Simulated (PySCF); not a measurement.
Molecule: `N(=C/C)/CC`, C₄H₉N.

Cartesian coordinates in Å; atom numbers follow the order of the lines, from 1:
```xyz
14

C     2.135   -0.245   -0.250
C     1.084   -0.897    0.598
N    -0.157   -0.654    0.661
C    -0.752    0.379   -0.161
C    -2.241    0.484    0.107
H     2.627   -1.002   -0.884
H     1.746    0.551   -0.896
H     2.925    0.178    0.392
H     1.455   -1.702    1.257
H    -0.581    0.165   -1.234
H    -0.268    1.356    0.031
H    -2.705    1.266   -0.513
H    -2.425    0.722    1.166
H    -2.739   -0.473   -0.106
```

Spin–spin couplings on one PBE0-D3(BJ)/def2-SVP geometry, PySCF 2.14, gas phase, non-relativistic, equivalent pairs averaged (spin–dipole term only in couplings to heteroatoms); isotopes ¹³C, ¹H, ¹⁵N; basis pcJ-1.

How do the couplings (Hz) change with the functional? Times are CPU seconds on 1 thread of an Arm Neoverse V1, shared host.

## Answers


| functional | functions | ¹J(C2,H9) | ¹J(C5,H12) | ¹J(C1,H6) | ¹J(C4,H10) | ¹J(C4,C5) | ¹J(C1,C2) | ¹J(N3,C4) | core-s |
| --- | --- | --- | --- | --- | --- | --- | --- | --- | --- |
| LDA | 225 | 143.9 | 101.0 | 100.8 | 100.2 | 28.7 | 22.2 | 7.8 | 19 |
| PBE | 225 | 168.6 | 121.2 | 121.1 | 121.0 | 39.0 | 31.1 | 6.4 | 26 |
| KT2 | 225 | 181.8 | 127.2 | 127.2 | 126.7 | 30.5 | 21.5 | 9.8 | 26 |
| PBE0 | 225 | 174.1 | 125.1 | 125.2 | 126.3 | 43.1 | 37.2 | 3.2 | 28 |
| B97-2 | 225 | 167.1 | 119.6 | 119.5 | 120.2 | 42.6 | 36.8 | 3.3 | 27 |
| BHandHLYP | 225 | 196.5 | 142.6 | 143.4 | 145.4 | 53.3 | 49.1 | -1.9 | 33 |
| CAM-B3LYP | 225 | 180.8 | 130.2 | 130.6 | 131.3 | 44.6 | 39.3 | 2.2 | 40 | Left out for a near triplet instability: HF/pcJ-1.
